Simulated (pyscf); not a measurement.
# Four-centre exchange: HO–Zn–OH + HO–SiH₃ → H₂O + HO–Zn–O–SiH₃

Gas phase, singlet surface, charge 0. Bonds broken: O1–Zn2, O6–H8. Bonds formed: O1–H8, Zn2–O6. Optimised with ωB97X-D3(BJ)/def2-SVP in PySCF.

Transition state (Å):

```xyz
11

O     -2.9004     0.0476    -0.3585
Zn    -1.5442    -1.2660     0.0004
O     -1.0637    -2.9566     0.3242
H     -3.4669     0.0283    -1.1365
H     -0.1162    -3.0658     0.4585
O     -0.6634     0.5636    -0.1775
Si     0.4280     1.5874     0.5462
H     -1.7909     0.7010    -0.3729
H      0.6676     2.7869    -0.3077
H      1.7115     0.8505     0.7280
H     -0.0553     2.0455     1.8834
```

One imaginary mode, 694i cm⁻¹; descent along it reached the two sides named, in the forms told below.

| bond | change | reactant side (Å) | saddle | product side |
|---|---|---|---|---|
| O1–Zn2 | breaks | 1.826 | 1.922 | 2.132 |
| O6–H8 | breaks | 0.997 | 1.152 | 2.060 |
| O1–H8 | forms | 1.705 | 1.288 | 0.976 |
| Zn2–O6 | forms | 2.201 | 2.038 | 1.829 |

Electronic energies relative to the separated reactants (eV):

```json
[
 {"level": "ωB97X-D3(BJ)/def2-TZVP", "barrier": "-0.38", "reaction energy": "-0.26", "reverse barrier": "-0.12"},
 {"level": "PBE/def2-TZVP", "barrier": "-0.29", "reaction energy": "-0.13", "reverse barrier": "-0.16"},
 {"level": "r²SCAN/def2-TZVP", "barrier": "-0.41", "reaction energy": "-0.19", "reverse barrier": "-0.22"},
 {"level": "B3LYP-D3(BJ)/def2-TZVP", "barrier": "-0.34", "reaction energy": "-0.21", "reverse barrier": "-0.13"},
 {"level": "PBE0-D3(BJ)/def2-TZVP", "barrier": "-0.40", "reaction energy": "-0.21", "reverse barrier": "-0.19"},
 {"level": "M06-2X/def2-TZVP", "barrier": "-0.55", "reaction energy": "-0.23", "reverse barrier": "-0.32"},
 {"level": "ωB97M-D3(BJ)/def2-TZVP", "barrier": "-0.32", "reaction energy": "-0.21", "reverse barrier": "-0.12"},
 {"level": "HF/def2-TZVP", "barrier": "-0.08", "reaction energy": "-0.30", "reverse barrier": "0.22"}
]
```

With ωB97M-D3(BJ)/def2-TZVP energies and thermal terms (ideal gas, 1 atm, RRHO with modes under 100 cm⁻¹ raised to 100, one conformer, R ln 2 for chiral ones without a mode under 150 cm⁻¹), in eV:

| T (K) | ΔH‡ | ΔG‡ | ΔH | ΔG |
|---|---|---|---|---|
| 298 | -0.37 | 0.12 | -0.19 | -0.17 |
| 600 | -0.36 | 0.62 | -0.19 | -0.16 |
| 900 | -0.34 | 1.10 | -0.19 | -0.15 |
| 1200 | -0.31 | 1.58 | -0.19 | -0.13 |

On the reactant side the descent ends in an adduct with a O–Zn contact, 0.59 eV under the separated species and 0.21 eV under the saddle at ωB97X-D3(BJ)/def2-TZVP. On the product side the descent ends in an adduct with a O–Zn contact, 0.65 eV under the separated species and 0.53 eV under the saddle at ωB97X-D3(BJ)/def2-TZVP. At ωB97X-D3(BJ)/def2-TZVP, PBE, r²SCAN, B3LYP-D3(BJ), PBE0-D3(BJ), M06-2X, ωB97M-D3(BJ)/def2-TZVP, HF the saddle lies under the separated reactants, which points to a path from their complex (located at ωB97X-D3(BJ) alone). At ωB97X-D3(BJ)/def2-TZVP, PBE, r²SCAN, B3LYP-D3(BJ), PBE0-D3(BJ), M06-2X, ωB97M-D3(BJ) the saddle lies under the separated products, which points to a path from their complex (located at ωB97X-D3(BJ) alone). What is counted as formed (O–Zn) is already present as a longer contact in the reactant adduct; forming that adduct is a step of its own. What is counted as broken (O–Zn) persists as a longer contact in the product adduct; parting that adduct is a step of its own. One saddle was located; it need not be the lowest between these sides. Elements up to Kr have no core potential and no relativistic terms here.
